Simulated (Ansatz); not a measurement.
A run of Ansatz (development build ahead of 0.2.0) on singlet CHO2(-) at this shape:

```xyz
4

C     0.0000    0.0000   -0.3298
O     0.0000    1.2225    0.2231
O     0.0000   -1.2225    0.2231
H     0.0000    0.0000   -1.5909
```

Its results:

```
Converged                       : yes
Total energy                    : -188.23368 hartree
Spin squared of the determinant : 0.000
```

(1) Which input gives this output? Name the method, the orbitals and the basis set, and write the input.

Answers

(1) RHF in def2-TZVP. An unrestricted run that stays on the closed shell gives the same numbers.

```yaml
crystal:
  periodic: [false, false, false]
  atoms:
    - { symbol: C, position_ang: [0.0, 0.0, -0.32977] }
    - { symbol: O, position_ang: [0.0, 1.22253, 0.22309] }
    - { symbol: O, position_ang: [0.0, -1.22253, 0.22309] }
    - { symbol: H, position_ang: [0.0, 0.0, -1.59087] }
basis:
  gaussian: { orbitals: def2-TZVP }
total_charge: -1
hamiltonian:
  xc: hf
```

Caution: no diffuse functions for an anion.
